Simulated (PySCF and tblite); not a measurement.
Results of a calculation; reference values are marked as such.
C₃H₅Cl, numbered as in [CH2:1]=[CH:2][CH2:3][Cl:4]. The same 2 conformers on PBE0-D3(BJ)/def2-SVP geometries, with only the basis set of the single-point energies changed (functional PBE0, solvent none (gas phase), D3(BJ) where defined; PySCF).

Torsions listed: C1–C2–C3–Cl4. Of a mirror pair one member is shown.

```csv
conformer,shape,symmetry,dipole D
1,120°,C1 (pair),1.93
2,0°,Cs,1.85
```

Energies (kcal/mol) above conformer 1 and its weight at 298.15 K (thermal terms from GFN2-xTB):

```csv
basis set,E(2) − E(1),weight of 1 (%)
def2-TZVP,0.39,74
6-31G*,0.64,81
def2-SVP,-0.24,50
pcseg-1,?,?
6-311G**,0.66,82
def2-SVPD,0.23,69
pcseg-2,0.46,76
```

Question: What does pcseg-1 give?

Answer: E(2) − E(1) = 0.46 kcal/mol, weight of conformer 1 76 %.

Question: How much does the choice of basis set matter?

Answer: The widest range is that of E(2) − E(1), which runs from -0.24 (def2-SVP) to 0.66 kcal/mol (6-311G**), a spread of 0.90, against RT = 0.59. Some levels give another conformer the largest weight.
